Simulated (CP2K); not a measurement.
# quartet N2H: levels of theory compared

Wanted: a comparison of 5 runs (UHF/3-21G, AM1, DFTB2, PM3, PM6) of quartet N2H. 

Program for the calculation: CP2K 2026.2.

7 further runs of the same task are left out: 5 that didn't finish, 2 set aside as unsound or not needed.

## 1. Starting point

N2H: 3 atoms, total charge 0, spin state quartet. As SMILES of the parent species, `[N]=N`. The coordinates come from a PBE0-D4/def2-TZVP relaxation. That shape belongs to the parent species and isn't relaxed for this state.

Bond lengths: N1–N2 1.165 Å, N2–H3 1.057 Å. Angles: N1–N2–H3 117.5°.

## 2. The energy at UHF/3-21G (run 1)

File qs.inp:

```
&FORCE_EVAL
 METHOD Quickstep
 &DFT
  BASIS_SET_FILE_NAME ./3_21g.basis
  POTENTIAL_FILE_NAME POTENTIAL
  MULTIPLICITY 4
  SPIN_POLARIZED T
  ! Quickstep
  &QS
   METHOD GAPW
   EPS_DEFAULT 1.0E-10
  &END QS
  &MGRID
   CUTOFF 280
   REL_CUTOFF 50
   NGRIDS 4
  &END MGRID
  &POISSON
   PERIODIC NONE
   POISSON_SOLVER MULTIPOLE
  &END POISSON
  ! SCF settings
  &SCF
   SCF_GUESS ATOMIC
   EPS_SCF 1.0E-07
   MAX_SCF 150
   ADDED_MOS 10
   &DIAGONALIZATION
    ALGORITHM STANDARD
   &END DIAGONALIZATION
   &MIXING
    METHOD DIRECT_P_MIXING
    ALPHA 0.4
   &END MIXING
  &END SCF
  ! exchange and correlation
  &XC
   &XC_FUNCTIONAL NONE
   &END XC_FUNCTIONAL
   ! exact exchange
   &HF
    FRACTION 1
    &SCREENING
     EPS_SCHWARZ 1.0E-10
    &END SCREENING
    &MEMORY
     MAX_MEMORY 1050
    &END MEMORY
   &END HF
  &END XC
  ! extra output
  &PRINT
   &MOMENTS
    PERIODIC F
    REFERENCE COM
    MAX_MOMENT 1
   &END MOMENTS
   &MO ON
    ENERGIES T
    OCCUPATION_NUMBERS T
    NDIGITS 6
    &EACH
     QS_SCF 0
    &END EACH
    ADD_LAST NUMERIC
   &END MO
   &LOWDIN ON
   &END LOWDIN
   &HIRSHFELD OFF
   &END HIRSHFELD
  &END PRINT
 &END DFT
 &SUBSYS
  &CELL
   ABC 8.2 8.4 7.5
   PERIODIC NONE
  &END CELL
  &COORD
   N      0.710530    -0.606720     0.326180
   N     -0.268660    -0.217710    -0.170100
   H     -0.441870     0.824430    -0.156080
  &END COORD
  &TOPOLOGY
   &CENTER_COORDINATES
   &END CENTER_COORDINATES
  &END TOPOLOGY
  &KIND N
   BASIS_SET 3-21G
   POTENTIAL ALL
   LEBEDEV_GRID 194
   RADIAL_GRID 100
  &END KIND
  &KIND H
   BASIS_SET 3-21G
   POTENTIAL ALL
   LEBEDEV_GRID 194
   RADIAL_GRID 100
  &END KIND
 &END SUBSYS
&END FORCE_EVAL

&GLOBAL
 PROJECT qs
 RUN_TYPE ENERGY
 PRINT_LEVEL MEDIUM
&END GLOBAL
```

Started as:

```
$ OMP_NUM_THREADS=1 cp2k.psmp -i qs.inp > qs.out 2>&1
```

Output:

```text
CP2K| version string:                                       CP2K version 2026.2
[...]
 GLOBAL| Method name                                                        CP2K
[...]
 GLOBAL| Run type                                                         ENERGY
[...]
 DFT| Spin unrestricted (spin-polarized) Kohn-Sham calculation               UKS
 DFT| Multiplicity                                                             4
[...]
 DFT| Charge                                                                   0
[...]
 QS| Method:                                                                GAPW
[...]
 QS| Density cutoff [a.u.]:                                                140.0
[...]
 QS| Relative density cutoff [a.u.]:                                        25.0
[...]
                             - Atoms:                                          3
[...]
                             - Spherical basis functions:                     20
[...]
 Number of electrons:                                                          9
[...]
     1 P_Mix/Diag. 0.40E+00    0.2     0.22697516      -109.6697773771 -1.10E+02
[...]
    37 DIIS/Diag.  0.17E-05    0.2     0.00000004      -108.6086793385 -6.92E-12
  *** SCF run converged in    37 steps ***
[...]
  Overlap energy of the core charge distribution:               0.00000169075594
  Self energy of the core charge distribution:                -97.00962744523859
  Core Hamiltonian energy:                                    -13.46633572860760
  Hartree energy:                                              32.08107985437388
  Exchange-correlation energy:                                  0.00000000000000
  Hartree-Fock Exchange energy:                               -13.60250072106094
[...]
 ENERGY| Total FORCE_EVAL ( QS ) energy [hartree]           -108.608679338458643
[...]
```

Run time: 6.9 s. Hardware: 1 thread of Arm Neoverse V2, shared host; peak memory 0.36 GiB.

## 3. A single-point energy at AM1 (run 2)

File molecule.xyz:

```xyz
3

N      0.710530    -0.606720     0.326180
N     -0.268660    -0.217710    -0.170100
H     -0.441870     0.824430    -0.156080
```

File run.inp:

```
&FORCE_EVAL
  METHOD Quickstep
  &DFT
    CHARGE 0
    MULTIPLICITY 4
    UNRESTRICTED_KOHN_SHAM T
    &QS
      METHOD AM1
      EPS_DEFAULT 1.0E-10
      &SE
        &COULOMB
          CUTOFF [angstrom] 50
          RC_RANGE [angstrom] 0
        &END COULOMB
        &EXCHANGE
          CUTOFF [angstrom] 50
          RC_RANGE [angstrom] 0
        &END EXCHANGE
      &END SE
    &END QS
    &POISSON
      PERIODIC NONE
      POISSON_SOLVER ANALYTIC
    &END POISSON
    &SCF
      SCF_GUESS ATOMIC
      EPS_SCF 1.0E-07
      MAX_SCF 100
      ADDED_MOS 4
      &DIAGONALIZATION
        ALGORITHM STANDARD
      &END DIAGONALIZATION
      &MIXING
        METHOD DIRECT_P_MIXING
        ALPHA 0.4
      &END MIXING
    &END SCF
    &PRINT
      &MOMENTS
        PERIODIC F
        REFERENCE COM
        MAX_MOMENT 1
      &END MOMENTS
      &MO ON
        ENERGIES T
        OCCUPATION_NUMBERS T
        NDIGITS 6
        &EACH
          QS_SCF 0
        &END EACH
        ADD_LAST NUMERIC
      &END MO
      &HIRSHFELD OFF
      &END HIRSHFELD
    &END PRINT
  &END DFT
  &SUBSYS
    &CELL
      ABC [angstrom] 9.2 9.4 8.5
      PERIODIC NONE
    &END CELL
    &TOPOLOGY
      COORD_FILE_NAME molecule.xyz
      COORD_FILE_FORMAT XYZ
      &CENTER_COORDINATES
      &END CENTER_COORDINATES
    &END TOPOLOGY
  &END SUBSYS
&END FORCE_EVAL

&GLOBAL
  PROJECT run
  RUN_TYPE ENERGY
  PRINT_LEVEL MEDIUM
&END GLOBAL
```

Started as:

```
$ OMP_NUM_THREADS=1 cp2k.psmp run.inp > run.out
```

Output:

```text
CP2K| version string:                                       CP2K version 2026.2
[...]
 GLOBAL| Method name                                                        CP2K
[...]
 GLOBAL| Run type                                                         ENERGY
[...]
 *** WARNING in qs_environment.F:2210 :: More added MOs requested than     ***
 *** available. The full set of unoccupied MOs will be used. Use           ***
 *** 'ADDED_MOS -1' to always use all available MOs and to get rid of this ***
[...]
                             - Atoms:                                          3
[...]
                             - Spherical basis functions:                      9
[...]
 Number of electrons:                                                          7
[...]
     1 P_Mix/Diag. 0.40E+00    0.0     0.51852425       -12.7252153484 -1.27E+01
[...]
    18 DIIS/Diag.  0.57E-07    0.0     0.00000010       -15.4929874201 -3.50E-13
  *** SCF run converged in    18 steps ***
  Core-core repulsion energy [eV]:                            329.81594126009156
  Core Hamiltonian energy [eV]:                              -679.89270268660675
  Two-electron integral energy [eV]:                         -143.01773269554366
  Electronic energy [eV]:                                    -751.40156903437855
  Total energy [eV]:                                         -421.58562777428699
  Atomic reference energy [eV]:                               428.27155616170074
  Heat of formation [kcal/mol]:                               154.18118359435292
[...]
 SE_DIPOLE| Moment [Debye]          0.82657991      -1.95067517       0.24924540
 SE_DIPOLE| Derivative [a.u.]       0.00000000       0.00000000       0.00000000
 ENERGY| Total FORCE_EVAL ( QS ) energy [hartree]            -15.492987420142191
[...]
```

It took 0.24 s on 1 thread of Arm Neoverse V2, shared host.

Runs 3 to 4 aren't shown in full; the table further down has their settings and results.

## 4. A single-point energy at PM6 (run 5)

molecule.xyz is that of step 3.

File gas.inp:

```
&FORCE_EVAL
  METHOD Quickstep
  &DFT
    MULTIPLICITY 4
    UKS T
    ! Quickstep
    &QS
      METHOD PM6
      EPS_DEFAULT 1.0E-10
      &SE
        &COULOMB
          CUTOFF [angstrom] 50
          RC_RANGE [angstrom] 0
        &END COULOMB
        &EXCHANGE
          CUTOFF [angstrom] 50
          RC_RANGE [angstrom] 0
        &END EXCHANGE
      &END SE
    &END QS
    &POISSON
      PERIODIC NONE
      POISSON_SOLVER ANALYTIC
    &END POISSON
    ! SCF settings
    &SCF
      SCF_GUESS ATOMIC
      EPS_SCF 1.0E-07
      MAX_SCF 150
      ADDED_MOS 2
      &DIAGONALIZATION
        ALGORITHM STANDARD
      &END DIAGONALIZATION
      &MIXING
        METHOD DIRECT_P_MIXING
        ALPHA 0.4
      &END MIXING
    &END SCF
    &PRINT
      &MOMENTS
        PERIODIC F
        REFERENCE COM
        MAX_MOMENT 1
      &END MOMENTS
      &MO ON
        ENERGIES T
        OCCUPATION_NUMBERS T
        NDIGITS 6
        &EACH
          QS_SCF 0
        &END EACH
        ADD_LAST NUMERIC
      &END MO
      &HIRSHFELD OFF
      &END HIRSHFELD
    &END PRINT
  &END DFT
  ! atoms, cell and kinds
  &SUBSYS
    &CELL
      ABC 9.2 9.4 8.5
      PERIODIC NONE
    &END CELL
    &TOPOLOGY
      COORD_FILE_NAME molecule.xyz
      COORD_FILE_FORMAT XYZ
      &CENTER_COORDINATES
      &END CENTER_COORDINATES
    &END TOPOLOGY
  &END SUBSYS
&END FORCE_EVAL

&GLOBAL
  PROJECT_NAME gas
  RUN_TYPE ENERGY
  PRINT_LEVEL MEDIUM
&END GLOBAL
```

Started as:

```
$ OMP_NUM_THREADS=1 cp2k.psmp gas.inp > gas.out
```

Output:

```text
CP2K| version string:                                       CP2K version 2026.2
[...]
 GLOBAL| Method name                                                        CP2K
[...]
 GLOBAL| Run type                                                         ENERGY
[...]
                             - Atoms:                                          3
[...]
                             - Spherical basis functions:                      9
[...]
 Number of electrons:                                                          7
[...]
     1 P_Mix/Diag. 0.40E+00    0.0     0.47384492       -10.9020922823 -1.09E+01
[...]
    22 DIIS/Diag.  0.75E-07    0.0     0.00000007       -13.4767532102 -2.26E-13
  *** SCF run converged in    22 steps ***
  Core-core repulsion energy [eV]:                            319.81917932278617
  Core Hamiltonian energy [eV]:                              -584.23331615053007
  Two-electron integral energy [eV]:                         -204.61393583094193
  Electronic energy [eV]:                                    -686.54028406600105
  Total energy [eV]:                                         -366.72110474321488
  Atomic reference energy [eV]:                               373.20949016170073
  Heat of formation [kcal/mol]:                               149.62573414960880
[...]
 SE_DIPOLE| Moment [Debye]          0.52907506      -1.39450950       0.14427280
 SE_DIPOLE| Derivative [a.u.]       0.00000000       0.00000000       0.00000000
 ENERGY| Total FORCE_EVAL ( QS ) energy [hartree]            -13.476753210214161
[...]
```

It took 0.24 s on 1 thread of Arm Neoverse V2, shared host.

## 5. The series

| run | level | scheme | iteration cap | energy (Eh) | dipole moment (D) | HOMO energy (eV) | LUMO energy (eV) | wall time |
| --- | --- | --- | --- | --- | --- | --- | --- | --- |
| 1 | UHF/3-21G | GAPW | 150 | -108.608679 | 1.98 | -9.06 | -0.12 | 6.9 s |
| 2 | AM1 | – | 100 | -15.492987 | 2.13 | -9.93 | -3.94 | 0.24 s |
| 3 | DFTB2 | – | 50 | -4.715094 | 1.47 | – | – | 0.62 s |
| 4 | PM3 | – | 80 | -12.265988 | 2.25 | -9.49 | -4.05 | 0.24 s |
| 5 | PM6 | – | 150 | -13.476753 | 1.50 | -8.91 | -3.76 | 0.24 s |

## 6. What came out

```
                                 quantity           value
                      run 5: total energy    -13.47675 Eh
                     run 5: dipole moment          1.50 D
run 5: HOMO energy (highest over α and β)        -8.91 eV
 run 5: LUMO energy (lowest over α and β)        -3.76 eV
                 run 5: heat of formation  149.6 kcal/mol
```

In words: The dipole moment (its size) runs from 1.47 D (DFTB2) to 2.25 D (PM3). Some of these are taken from atomic charges alone. Force-field and semi-empirical energies have zeros of their own, so their totals don't compare. All runs together took 8.2 s, the longest 6.9 s.
